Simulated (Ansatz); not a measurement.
# SiNH4 (SMILES [NH][SiH3]) at 6 levels

We compute a comparison of 6 runs (UHF/STO-3G, U-r2SCAN/def2-TZVP, UB3LYP/def2-TZVP, UPBE/def2-TZVP, RPA@PBE0/def2-TZVP, UCCSD/def2-TZVP) of SiNH4. 

The calculation is run with Ansatz 0.2.0.

43 further runs of the same task are left out: 43 set aside as unsound or not needed.

### Step 1. The system as given

SiNH4: 6 atoms, total charge 0, spin state doublet. SMILES: `[NH][SiH3]`. The N1–H3 distance was set to 2.250 Å, away from the relaxed value. At this shape a bond of the SMILES string is far longer than usual.

Bond lengths: N1–Si2 1.753 Å, Si2–H4 1.491 Å, Si2–H5 1.491 Å, Si2–H6 1.481 Å. Angles: N1–Si2–H4 110.8°, N1–Si2–H5 109.1°, N1–Si2–H6 109.3°, H4–Si2–H5 108.6°, H4–Si2–H6 109.5°, H5–Si2–H6 109.5°.

### Step 2. A single-point energy at UHF/STO-3G (run 1)

Contents of run.yaml:

```yaml
crystal:
  periodic: [false, false, false]
  atoms:
    - {symbol: "N", position_ang: [0.195261, 0.131397, 1.553658]}
    - {symbol: Si, position_ang: [-0.600539, 1.314197, 0.534158]}
    - {symbol: H, position_ang: [0.922800, -1.640700, 0.372700]}
    - {symbol: H, position_ang: [-1.707439, 0.684297, -0.241342]}
    - {symbol: H, position_ang: [0.392661, 1.878397, -0.424742]}
    - {symbol: H, position_ang: [-1.144939, 2.401397, 1.380358]}
basis:
  gaussian: {orbitals: STO-3G}
magnetization: {spin_polarized: true, initial_magnetization: 1}
hamiltonian: {xc: hf}
accuracy: high
output: {orbitals: {seedname: orbitals}}
```

On the command line:

```
ansatz run run.yaml --threads 1 --pin off --max-ram 3480MiB --events-out events.jsonl --progress --plain --runs-dir runs
```

Standard output:

```text
Warning: RAYON_NUM_THREADS=1 ignored (pool sized by the plan → 1); use --threads N
Functional definition: HF
  name "HF"
  exchange = exact_x
  correlation = 0
311 factors; integrals over basis functions are off by at most 9.3e-9 eV
mean field evaluation 1: about -9287.2823 eV, gradient 9.7e0 eV
mean field evaluation 2: about -9287.2896 eV, gradient 9.6e0 eV
mean field evaluation 4: about -9289.7693 eV, gradient 7.5e0 eV
mean field evaluation 8: about -9289.7694 eV, gradient 7.5e0 eV
mean field evaluation 16: about -9293.1412 eV, gradient 1.9e-8 eV
mean field evaluation 32: about -9293.1412 eV, gradient 2.0e-8 eV
mean field evaluation 64: about -9291.5831 eV, gradient 3.3e0 eV
mean field evaluation 96: about -9288.0474 eV, gradient 2.9e-2 eV
mean field -9293.14120832 eV, -341.5166402886 hartree, gradient 1.4e-8 eV, S^2 1.733816; 3 other end points of the search recorded, 0 dependent functions left out
reference -9293.14120832 eV, -341.5166402886 hartree; 13, 12 occupied and 5, 6 virtual orbitals, 311 factors
Total energy: -9293.14120832 eV, -341.5166402886 hartree
```

Wall time 0.18 s (1 thread of Arm Neoverse V2, shared host).

### Step 3. The energy at U-r2SCAN/def2-TZVP (run 2)

Contents of input.yaml:

```yaml
crystal:
  periodic: [false, false, false]
  atoms:
    - {symbol: N, position_ang: [0.195261, 0.131397, 1.553658]}
    - {symbol: Si, position_ang: [-0.600539, 1.314197, 0.534158]}
    - {symbol: H, position_ang: [0.922800, -1.640700, 0.372700]}
    - {symbol: H, position_ang: [-1.707439, 0.684297, -0.241342]}
    - {symbol: H, position_ang: [0.392661, 1.878397, -0.424742]}
    - {symbol: H, position_ang: [-1.144939, 2.401397, 1.380358]}
basis:
  gaussian:
    orbitals: def2-TZVP
output: {orbitals: {seedname: orbitals}}
magnetization:
  spin_polarized: true
  initial_magnetization: 1
hamiltonian:
  xc: {name: r2SCAN}
accuracy: high
```

On the command line:

```
ansatz run input.yaml --threads 1 --pin off --max-ram 3480MiB --events-out events.jsonl --progress --plain --runs-dir runs
```

Standard output:

```text
Warning: RAYON_NUM_THREADS=1 ignored (pool sized by the plan → 1); use --threads N
Functional definition: r2SCAN
  name "r2SCAN"
  parameter k0 = 0.174
  parameter k1 = 0.065
  parameter a1 = 4.9479
  exchange = r2scan_x(k0 = k0, k1 = k1, a1 = a1)
  correlation = r2scan_c
1667 factors; integrals over basis functions are off by at most 3.6e-9 eV
mean field evaluation 1: about -9415.2861 eV, gradient 3.9e1 eV
mean field evaluation 2: about -9374.9240 eV, gradient 7.8e1 eV
mean field evaluation 4: about -9423.8308 eV, gradient 1.1e1 eV
mean field evaluation 8: about -9425.8146 eV, gradient 3.9e0 eV
mean field evaluation 16: about -9426.2945 eV, gradient 4.6e-1 eV
mean field evaluation 32: about -9426.3006 eV, gradient 9.8e-2 eV
mean field evaluation 64: about -9425.4334 eV, gradient 2.1e0 eV
mean field -9426.30066500 eV, -346.4101600625 hartree, gradient 3.5e-8 eV, S^2 1.531156; 3 other end points of the search recorded, 0 dependent functions left out
reference -9426.30066803 eV, -346.4101601740 hartree; 13, 12 occupied and 79, 80 virtual orbitals, 1667 factors
Total energy: -9426.30066803 eV, -346.4101601740 hartree
```

Wall time 28 s (1 thread of Arm Neoverse V2, shared host); peak memory 0.34 GiB.

Run 3 isn't shown in full; the table further down has it.

### Step 4. A single-point energy at UPBE/def2-TZVP (run 4)

Contents of job.yaml:

```yaml
crystal:
  periodic: [false, false, false]
  atoms:
    - symbol: N
      position_ang: [0.195261, 0.131397, 1.553658]
    - symbol: Si
      position_ang: [-0.600539, 1.314197, 0.534158]
    - symbol: H
      position_ang: [0.922800, -1.640700, 0.372700]
    - symbol: H
      position_ang: [-1.707439, 0.684297, -0.241342]
    - symbol: H
      position_ang: [0.392661, 1.878397, -0.424742]
    - symbol: H
      position_ang: [-1.144939, 2.401397, 1.380358]
basis:
  gaussian:
    orbitals: def2-TZVP
magnetization:
  spin_polarized: true
  initial_magnetization: 1
hamiltonian:
  xc: pbe
accuracy: high
output:
  orbitals: {seedname: orbitals}
```

On the command line:

```
ansatz run job.yaml --threads 1 --pin off --max-ram 3480MiB --events-out events.jsonl --progress --plain --runs-dir runs
```

Standard output:

```text
Warning: RAYON_NUM_THREADS=1 ignored (pool sized by the plan → 1); use --threads N
Functional definition: PBE
  name "PBE"
  parameter kappa = 0.804
  parameter beta = 0.06672455060314922
  exchange = pbe_x(kappa = kappa, mu = beta*pi^2/3)
  correlation = pbe_c(beta = beta)
1667 factors; integrals over basis functions are off by at most 3.6e-9 eV
mean field evaluation 1: about -9409.4498 eV, gradient 4.2e1 eV
mean field evaluation 2: about -9346.7767 eV, gradient 9.0e1 eV
mean field evaluation 4: about -9415.7900 eV, gradient 1.7e1 eV
mean field evaluation 8: about -9421.4264 eV, gradient 3.6e0 eV
mean field evaluation 16: about -9421.7011 eV, gradient 2.3e-2 eV
mean field evaluation 32: about -9415.9034 eV, gradient 3.2e1 eV
mean field evaluation 64: about -9421.3425 eV, gradient 3.1e-1 eV
mean field -9421.70110895 eV, -346.2411294954 hartree, gradient 3.7e-8 eV, S^2 1.474385; 3 other end points of the search recorded, 0 dependent functions left out
reference -9421.70111298 eV, -346.2411296435 hartree; 13, 12 occupied and 79, 80 virtual orbitals, 1667 factors
Total energy: -9421.70111298 eV, -346.2411296435 hartree
```

Wall time 12 s (1 thread of Arm Neoverse V2, shared host); peak memory 0.24 GiB.

Run 5 isn't shown in full; the table further down has it.

### Step 5. The energy at UCCSD/def2-TZVP (run 6)

Contents of job.yaml:

```yaml
crystal:
  periodic: [false, false, false]
  atoms:
    - {symbol: N, position_ang: [0.195261, 0.131397, 1.553658]}
    - {symbol: Si, position_ang: [-0.600539, 1.314197, 0.534158]}
    - {symbol: H, position_ang: [0.922800, -1.640700, 0.372700]}
    - {symbol: H, position_ang: [-1.707439, 0.684297, -0.241342]}
    - {symbol: H, position_ang: [0.392661, 1.878397, -0.424742]}
    - {symbol: H, position_ang: [-1.144939, 2.401397, 1.380358]}
basis:
  gaussian:
    orbitals: def2-TZVP
magnetization:
  spin_polarized: true
  initial_magnetization: 1
correlation:
  method: ccsd
  frozen_orbitals: {H: 0, "N": 1, Si: 5}
accuracy: high
scf:
  omitted_lower_state_checks: [cluster_reference, increment]
```

On the command line:

```
ansatz run job.yaml --threads 1 --pin off --max-ram 3480MiB --events-out events.jsonl --progress --plain --runs-dir runs
```

Standard output:

```text
Warning: RAYON_NUM_THREADS=1 ignored (pool sized by the plan → 1); use --threads N
[... 15 lines left out ...]
6 core orbitals not correlated: weight in the atoms' cores, before any rotation towards them, 1.000 or more for the frozen orbitals, at most 0.000 for the correlated occupied ones
[... 47 lines left out ...]
Total energy: -9412.10756165 eV, -345.8885731351 hartree
Checks for a lower state left out: cluster_reference, increment
```

Run time: 46 s. Hardware: 1 thread of Arm Neoverse V2, shared host; peak memory 1 GiB.

### Step 6. All runs side by side

```csv
run,level,frozen core orbitals,energy (Eh),HOMO energy (eV),LUMO energy (eV),⟨S²⟩,wall time
1,UHF/STO-3G,–,-341.516640,-8.46,8.71,1.734,0.18 s
2,U-r2SCAN/def2-TZVP,–,-346.410160,-7.15,-4.10,1.531,28 s
3,UB3LYP/def2-TZVP,–,-346.495246,-8.01,-3.71,1.532,19 s
4,UPBE/def2-TZVP,–,-346.241130,-6.83,-4.64,1.474,12 s
5,RPA@PBE0/def2-TZVP,6,-346.037318,–,–,1.586,23 s
6,UCCSD/def2-TZVP,6,-345.888573,–,–,1.706,46 s
```

### Step 7. What came out

| quantity | value |
| --- | --- |
| run 6: total energy | -345.88857 Eh |
| run 6: correlation energy (6 core orbitals frozen) | -290.0 mEh |
| run 6: ⟨S²⟩ of the reference determinant | 1.706 |
| run 6: T1 diagnostic | 0.025 |

In words: Totals of different functionals can't be ranked against each other. In run 1 the basis is minimal, so the values are rough. Spin contamination of the reference: run 1 ⟨S²⟩ = 1.73, run 6 ⟨S²⟩ = 1.71, run 5 ⟨S²⟩ = 1.59, run 3 ⟨S²⟩ = 1.53, run 2 ⟨S²⟩ = 1.53, run 4 ⟨S²⟩ = 1.47. Where it is this large, the reference is a mixture of spin states, and values that rest on it are in doubt. All runs together took 2.1 min, the longest 46 s.
